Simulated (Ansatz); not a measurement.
Band gap of Ge (P6₃/mmc, No. 194, 4 atoms in the cell; start mp-1007760; another form than the element's usual one) at several levels of theory

No measured value is used here.

```tsv
level (code)	value (eV)	cell (Å³/atom)
LDA (Ansatz)	0.00	22.17
PBEsol (Ansatz)	0.00	22.82
r²SCAN (Ansatz)	0.10	22.82
r²SCAN-D4 (Ansatz)	0.12	22.60
r²SCAN+rVV10 (Ansatz)	0.11	22.58
```

Computed values are for a static lattice. Spin–orbit coupling is included only where a level's name says +SOC; with heavier elements it mostly lowers gaps and can invert bands. A gap of zero means that the bands touch or overlap; how far they overlap is not shown.  LDA, PBEsol, r²SCAN, r²SCAN-D4, r²SCAN+rVV10: the gap is read on the k mesh or supercell of the run alone and can be too large. LDA, PBEsol, r²SCAN, r²SCAN-D4, r²SCAN+rVV10: the relaxation could not lower the start's symmetry, so the cell can be a saddle point above a distorted one. Each level is taken at its own relaxed cell. Ansatz's density-functional and Hartree–Fock values are scalar-relativistic unless marked +SOC, with PAW data made under PBE.

A start named mp-… is a Materials Project structure, which need not be a measured phase.

Ansatz is a quantum-chemistry and plane-wave program.
